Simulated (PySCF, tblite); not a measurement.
# C5H12N radical: geometry, infrared bands and EPR parameters

Wanted: the infrared bands and EPR parameters of C5H12N radical (`[CH2][C@H](C)[C@@H](C)N`), by calculation.

Computed with tblite 0.8.0 and PySCF 2.14.0, with density-fitted response routines of our own, on a single molecule in the gas phase. Atoms are numbered from 0 throughout.

## (1) The molecule as given

18 atoms, charge 0, multiplicity 2; geometry from: force field or distance geometry start.

Bonds of the start (Å): C0–C1 1.49, C1–C2 1.51, C1–C3 1.51, C3–C4 1.51, C3–N5 1.44, C0–H6 1.10, C0–H7 1.11, C1–H8 1.11, C2–H9 1.11, C2–H10 1.11, C2–H11 1.13, C3–H12 1.12, C4–H13 1.12, C4–H14 1.10, C4–H15 1.10, N5–H16 1.02, N5–H17 1.04.

## (2) Optimising the geometry with GFN2-xTB

Job settings and geometry (Å):

```
{"job": {"kind": "relax", "xc": "GFN2-xTB", "basis": "xTB"}, "charge": 0, "multiplicity": 2}
C     -0.943500     0.832800    -1.117900
C     -0.538200    -0.439700    -0.464200
C     -1.615500    -0.887500     0.496000
C      0.753800    -0.296900     0.296100
C      1.903100     0.112500    -0.600300
N      0.701200     0.677600     1.354500
H     -0.998500     1.697700    -0.442100
H     -1.955900     0.714900    -1.546700
H     -0.450300    -1.212400    -1.257600
H     -1.429100    -0.516300     1.520300
H     -1.649100    -1.998000     0.496800
H     -2.620000    -0.526000     0.111000
H      1.011400    -1.280900     0.766000
H      2.328400    -0.770400    -1.151300
H      2.674600     0.591000     0.024200
H      1.521200     0.847400    -1.319900
H     -0.205400     1.124200     1.523700
H      1.502900     1.336400     1.299800
```

Run with:

```bash
OMP_NUM_THREADS=1 python probes_run.py task.json out
```

This one command runs all jobs of the session in turn.

**Question.** This job is followed by: GFN2-xTB harmonic vibrations, gas phase; UKS B3LYP, pcH-1 on C H N, non-relativistic, mean-field spin-orbit, GIAO. Predict these results of the whole session: strongest single infrared mode (GFN2-xTB); zero-point energy (GFN2-xTB); g(iso) (B3LYP); ⟨S²⟩; largest a(iso) (averaged by class); potential on the surface of density 0.002 e/bohr³, 1st and 99th percentile.

The runs gave:

| quantity | value |
| --- | --- |
| strongest single infrared mode (GFN2-xTB) | 925 cm⁻¹, 142 km/mol |
| zero-point energy (GFN2-xTB) | 100.1 kcal/mol |
| g(iso) (B3LYP) | 2.00271 |
| ⟨S²⟩ | 0.754 (exact 0.75) |
| largest a(iso) (averaged by class) | 13C on C0, 88.9 MHz |
| potential on the surface of density 0.002 e/bohr³, 1st and 99th percentile | -1.49 V and 1.24 V |

The optimisation took 169 steps and gained 0.815 eV; among the close pairs (by a distance rule), C1–C3 changed most, from 1.506 to 1.565 Å. No mode is imaginary among the 48: a minimum at this level. The strongest single mode, at 925 cm⁻¹, has its largest shares on N5, H16 and H17 (the list is cut at 3 atoms). GFN2-xTB is a fitted tight-binding method: band positions and strengths are rough. Its intensities can rank the bands wrongly. Most of the unpaired spin sits on C0 (1.07 e). The isotropic g lies 0.4 ppt above the free-electron value. These values are for one conformer; the search (at its own cheap level) found 2 more, at 0.01, 1.36 kcal/mol (those within 0.05 may be mirror or relabelled copies), and measured spectra average over such forms.
